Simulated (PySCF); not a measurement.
PySCF input (B3PW91/6-31G* (5d)):

```python
from pyscf import gto, dft

mol = gto.M(
    atom='''
    O     0.13599357    0.55950266   -0.34160035
    O    -0.15958912   -0.65619836    0.39793467
    H     1.05373037    0.81572862   -0.07966861
    H    -0.34774107   -1.27257644   -0.34513535
    H    -0.51722487    1.23041339   -0.02587059
    ''',
    basis='6-31g*',
    charge=1,
    spin=0,
    verbose=4,
)

mf = dft.RKS(mol, xc='b3pw91')
mf.grids.level = 3
mf.conv_tol = 1e-9
mf.max_cycle = 100
mf.max_memory = 1500
mf.kernel()
if not mf.converged:
    mf = mf.newton()
    mf.kernel(mf.make_rdm1())
mf.dip_moment()
```

Task: Predict the final energy.

Result: -151.74245 Eh.
